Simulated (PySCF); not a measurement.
PySCF input (HF/def2-TZVPD):

```python
from pyscf import gto, scf, dft

mol = gto.M(
    atom='''
    C    -0.01831353   -0.22571553    1.21152738
    N    -0.01645639    0.58055635    0.00241189
    C    -0.04281511   -0.21633908   -1.21261938
    H     0.79457957   -0.96984525    1.25371388
    H     0.06101238    0.42028397    2.08676885
    H    -0.96384423   -0.76890494    1.28362309
    H     0.79201558    1.18956731   -0.00340397
    H     0.76900106   -0.96005667   -1.27698220
    H     0.01885451    0.43641726   -2.08426242
    H    -0.98965234   -0.75902850   -1.26978846
    ''',
    basis='def2-tzvpd',
    charge=0,
    spin=0,
    verbose=4,
)

mf = scf.RHF(mol).density_fit(auxbasis='def2-universal-jkfit')
mf.conv_tol = 1e-9
mf.max_cycle = 100
mf.max_memory = 1500
mf.kernel()
if not mf.converged:
    mf = mf.newton()
    mf.kernel(mf.make_rdm1())
mf.analyze()
```

Output:

```
PySCF version 2.14.0

[INPUT] verbose = 4
[INPUT] num. atoms = 10
[INPUT] num. electrons = 26
[INPUT] charge = 0
[INPUT] spin (= nelec alpha-beta = 2S) = 0
[INPUT] symmetry False subgroup None
[INPUT] Mole.unit = angstrom
[INPUT] Symbol           X                Y                Z      unit          X                Y                Z       unit  Magmom
[INPUT]  1 C     -0.018313530000  -0.225715530000   1.211527380000 AA   -0.034607556074  -0.426540533761   2.289454940612 Bohr   0.0
[INPUT]  2 N     -0.016456390000   0.580556350000   0.002411890000 AA   -0.031098070099   1.097092501377   0.004557811543 Bohr   0.0
[INPUT]  3 C     -0.042815110000  -0.216339080000  -1.212619380000 AA   -0.080908831893  -0.408821611240  -2.291518521540 Bohr   0.0
[INPUT]  4 H      0.794579570000  -0.969845250000   1.253713880000 AA    1.501537771475  -1.832741905710   2.369175871766 Bohr   0.0
[INPUT]  5 H      0.061012380000   0.420283970000   2.086768850000 AA    0.115296688408   0.794221597845   3.943421611774 Bohr   0.0
[INPUT]  6 H     -0.963844230000  -0.768904940000   1.283623090000 AA   -1.821401621442  -1.453019752425   2.425696087268 Bohr   0.0
[INPUT]  7 H      0.792015580000   1.189567310000  -0.003403970000 AA    1.496692532589   2.247956422636  -0.006432571036 Bohr   0.0
[INPUT]  8 H      0.769001060000  -0.960056670000  -1.276982200000 AA    1.453201392900  -1.814244170362  -2.413146623945 Bohr   0.0
[INPUT]  9 H      0.018854510000   0.436417260000  -2.084262420000 AA    0.035629860113   0.824709097433  -3.938685145523 Bohr   0.0
[INPUT] 10 H     -0.989652340000  -0.759028500000  -1.269788460000 AA   -1.870171881135  -1.434355985739  -2.399552425533 Bohr   0.0

nuclear repulsion = 84.2037031658619
number of shells = 74
number of NR pGTOs = 233
number of NR cGTOs = 174
basis = def2-tzvpd
ecp = {}

******** <class 'pyscf.df.df_jk.DFRHF'> ********
method = DFRHF
initial guess = minao
damping factor = 0
level_shift factor = 0
DIIS = <class 'pyscf.scf.diis.CDIIS'>
diis_start_cycle = 1
diis_space = 8
diis_damp = 0
SCF conv_tol = 1e-09
SCF conv_tol_grad = None
SCF max_cycles = 100
direct_scf = False
Set gradient conv threshold to 3.16228e-05
Initial guess from minao.
******** <class 'pyscf.df.df.DF'> ********
auxbasis = def2-universal-jkfit
init E= -134.541870672316
  HOMO = -0.237105442380113  LUMO = 0.0553435267392413  gap/eV = 7.95794
cycle= 1 E= -134.261946883165  delta_E= 0.28  |g|= 0.321  |ddm|= 2.15
  HOMO = -0.369980821760763  LUMO = 0.0723239412848277  gap/eV = 12.03573
cycle= 2 E= -134.292177180851  delta_E= -0.0302  |g|= 0.0942  |ddm|= 0.453
  HOMO = -0.365777326049958  LUMO = 0.0765836469973538  gap/eV = 12.03726
cycle= 3 E= -134.294620833298  delta_E= -0.00244  |g|= 0.033  |ddm|= 0.128
  HOMO = -0.36612054137408  LUMO = 0.0762718727627416  gap/eV = 12.03811
cycle= 4 E= -134.294950855744  delta_E= -0.00033  |g|= 0.00555  |ddm|= 0.0459
  HOMO = -0.367438175396984  LUMO = 0.0762820970979577  gap/eV = 12.07424
cycle= 5 E= -134.29496403514  delta_E= -1.32e-05  |g|= 0.00202  |ddm|= 0.0125
  HOMO = -0.366994294434598  LUMO = 0.0763104925627463  gap/eV = 12.06294
cycle= 6 E= -134.294965994493  delta_E= -1.96e-06  |g|= 0.000672  |ddm|= 0.00751
  HOMO = -0.367203652653572  LUMO = 0.0763049448341593  gap/eV = 12.06848
cycle= 7 E= -134.294966262358  delta_E= -2.68e-07  |g|= 0.000212  |ddm|= 0.00265
[...]
cycle= 10 E= -134.29496630335  delta_E= -9.53e-11  |g|= 2.07e-06  |ddm|= 5.82e-05
  HOMO = -0.367197549158405  LUMO = 0.0763052656417753  gap/eV = 12.06833
Extra cycle  E= -134.294966303352  delta_E= -2.44e-12  |g|= 9.36e-07  |ddm|= 6.83e-06
converged SCF energy = -134.294966303352
**** SCF Summaries ****
Total Energy =                        -134.294966303352055
Nuclear Repulsion Energy =              84.203703165861853
One-electron Energy =                 -347.405176880214867
Two-electron Energy =                  128.906507411000945
Two-electron Coulomb Energy =          148.406118719242414
DFT Exchange-Correlation Energy =      -19.499611308241469
HOMO-LUMO gap [eV] =                    12.068326294484274
**** MO energy ****
MO #1   energy= -15.5396721868283  occ= 2
MO #2   energy= -11.238816659593   occ= 2
MO #3   energy= -11.238799248711   occ= 2
MO #4   energy= -1.19757914981093  occ= 2
MO #5   energy= -0.945081300122929 occ= 2
MO #6   energy= -0.852142702654852 occ= 2
MO #7   energy= -0.660208050412699 occ= 2
MO #8   energy= -0.611349714926346 occ= 2
MO #9   energy= -0.591126170036263 occ= 2
MO #10  energy= -0.5373824658777   occ= 2
MO #11  energy= -0.510355337134282 occ= 2
MO #12  energy= -0.506369547495747 occ= 2
MO #13  energy= -0.367197549158405 occ= 2
MO #14  energy= 0.0763052656417753 occ= 0
MO #15  energy= 0.0944684791680469 occ= 0
MO #16  energy= 0.114762420574633  occ= 0
MO #17  energy= 0.145448393511084  occ= 0
MO #18  energy= 0.154658516506292  occ= 0
MO #19  energy= 0.168003145587844  occ= 0
MO #20  energy= 0.182720918323616  occ= 0
MO #21  energy= 0.193207203408943  occ= 0
MO #22  energy= 0.193810171166809  occ= 0
MO #23  energy= 0.217918273827662  occ= 0
MO #24  energy= 0.219447443525222  occ= 0
MO #25  energy= 0.2332527638875    occ= 0
MO #26  energy= 0.25992612422201   occ= 0
MO #27  energy= 0.262559123883714  occ= 0
MO #28  energy= 0.288048284606128  occ= 0
MO #29  energy= 0.30152746551027   occ= 0
MO #30  energy= 0.306441855571624  occ= 0
MO #31  energy= 0.318278268876633  occ= 0
MO #32  energy= 0.338688120898048  occ= 0
MO #33  energy= 0.343497469167622  occ= 0
MO #34  energy= 0.352261409530601  occ= 0
MO #35  energy= 0.37017698396839   occ= 0
MO #36  energy= 0.37730587877601   occ= 0
MO #37  energy= 0.386644941106907  occ= 0
MO #38  energy= 0.393399975524354  occ= 0
MO #39  energy= 0.403149243336595  occ= 0
MO #40  energy= 0.407207213072902  occ= 0
MO #41  energy= 0.41609732288387   occ= 0
MO #42  energy= 0.424020629672024  occ= 0
MO #43  energy= 0.427775077103601  occ= 0
MO #44  energy= 0.429521857552499  occ= 0
MO #45  energy= 0.454731534533903  occ= 0
MO #46  energy= 0.465921430069448  occ= 0
MO #47  energy= 0.477239131528903  occ= 0
MO #48  energy= 0.483287398492472  occ= 0
MO #49  energy= 0.50522252077919   occ= 0
MO #50  energy= 0.509007286689174  occ= 0
MO #51  energy= 0.514562179995006  occ= 0
MO #52  energy= 0.525219311538071  occ= 0
MO #53  energy= 0.532220706136795  occ= 0
MO #54  energy= 0.540776337596664  occ= 0
MO #55  energy= 0.54870517717745   occ= 0
MO #56  energy= 0.573074009436951  occ= 0
MO #57  energy= 0.584571681581666  occ= 0
MO #58  energy= 0.605592180624271  occ= 0
MO #59  energy= 0.624232587977806  occ= 0
MO #60  energy= 0.650017121440648  occ= 0
MO #61  energy= 0.665869889069049  occ= 0
MO #62  energy= 0.700189576016228  occ= 0
MO #63  energy= 0.739376809068752  occ= 0
MO #64  energy= 0.762716863775803  occ= 0
MO #65  energy= 0.775357209552402  occ= 0
MO #66  energy= 0.815369284575887  occ= 0
MO #67  energy= 0.853940241023518  occ= 0
MO #68  energy= 0.869125238359889  occ= 0
MO #69  energy= 0.873314104551405  occ= 0
MO #70  energy= 0.878498657878759  occ= 0
MO #71  energy= 0.892310290797418  occ= 0
MO #72  energy= 0.910603454932684  occ= 0
MO #73  energy= 0.920430209623082  occ= 0
MO #74  energy= 0.939900721665699  occ= 0
MO #75  energy= 0.980689290653386  occ= 0
MO #76  energy= 0.992758853179187  occ= 0
MO #77  energy= 1.01544979584626   occ= 0
MO #78  energy= 1.08020927611884   occ= 0
MO #79  energy= 1.08396205279238   occ= 0
MO #80  energy= 1.10577598689836   occ= 0
MO #81  energy= 1.15120725678745   occ= 0
MO #82  energy= 1.18235999708158   occ= 0
MO #83  energy= 1.20094328828597   occ= 0
MO #84  energy= 1.27003141795726   occ= 0
MO #85  energy= 1.31883129617913   occ= 0
MO #86  energy= 1.38538501254921   occ= 0
MO #87  energy= 1.40121711820222   occ= 0
MO #88  energy= 1.43036292696487   occ= 0
MO #89  energy= 1.44691928763769   occ= 0
MO #90  energy= 1.50118203255504   occ= 0
MO #91  energy= 1.72758754179506   occ= 0
MO #92  energy= 1.75693129400646   occ= 0
MO #93  energy= 1.77490080001655   occ= 0
MO #94  energy= 1.89748104981756   occ= 0
MO #95  energy= 1.92231916873871   occ= 0
MO #96  energy= 1.93224600435394   occ= 0
MO #97  energy= 1.98950104479897   occ= 0
MO #98  energy= 2.04033125438097   occ= 0
MO #99  energy= 2.05097409969065   occ= 0
MO #100 energy= 2.06163796956997   occ= 0
MO #101 energy= 2.07177853834285   occ= 0
MO #102 energy= 2.09278921327467   occ= 0
MO #103 energy= 2.13868931725858   occ= 0
MO #104 energy= 2.18787876000408   occ= 0
MO #105 energy= 2.24046194372345   occ= 0
MO #106 energy= 2.31114817669873   occ= 0
MO #107 energy= 2.3247794368055    occ= 0
[...]
```
